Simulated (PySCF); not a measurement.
## Do core-level shifts follow atomic charges?

Species: C3H4ClNO.
Atom-mapped SMILES: `[NH2:1][C:2](=[O:3])/[CH:4]=[CH:5]/[Cl:6]`

Binding energies: delta-SCF UKS SCAN, pcX-2 on the ionised atom, pcseg-1 elsewhere, spin-free X2C (PySCF). Charges: PBE0/pcSseg-1 ground-state density, for the ionised atom.

```json
{"atom": "C4", "environment": "alkene CH carbon", "C 1s (eV)": "291.01", "Mulliken (e)": "-0.223", "IAO (e)": "-0.231", "Hirshfeld (e)": "-0.080", "ESP (e)": "-0.303"}
{"atom": "C5", "environment": "vinylic C–Cl carbon", "C 1s (eV)": "292.31", "Mulliken (e)": "-0.061", "IAO (e)": "-0.117", "Hirshfeld (e)": "-0.004", "ESP (e)": "-0.140"}
{"atom": "C2", "environment": "amide carbonyl carbon", "C 1s (eV)": "294.02", "Mulliken (e)": "+0.487", "IAO (e)": "+0.438", "Hirshfeld (e)": "+0.165", "ESP (e)": "+0.798"}
```

Give the correlation coefficient and slope of binding energy on charge for each scheme.

Hirshfeld: r = 0.99, slope 11.9 eV per e; Mulliken: r = 0.98, slope 4.0 eV per e; IAO: r = 0.96, slope 4.1 eV per e; ESP: r = 0.95, slope 2.4 eV per e. On 3 points no scheme stands out.

The point-charge model writes a binding energy as kq + V + constant, with V the potential of the other atoms' charges at the site. What does it give with the IAO charges?

V = Σ 14.40 eV Å × q/r over all other atoms: +3.06 eV at C4, +1.07 eV at C5, -8.24 eV at C2. Fitting binding energy − V to q gives k = 20.9 eV per e and leaves an rms residual of 0.37 eV, against 0.34 eV for the fit on q alone. The model has no term for differences in relaxation between sites.

Geometry: PBE0-D3(BJ)/def2-SVP, one conformer, isolated molecule.

Shape of the structure used: `[NH2:1][C:2](=[O:3])/[CH:4]=[CH:5]/[Cl:6]`: N1–C2–C4–C5 180°, H–N1–C2–O3 0°, H–N1–C2–O3 180°.
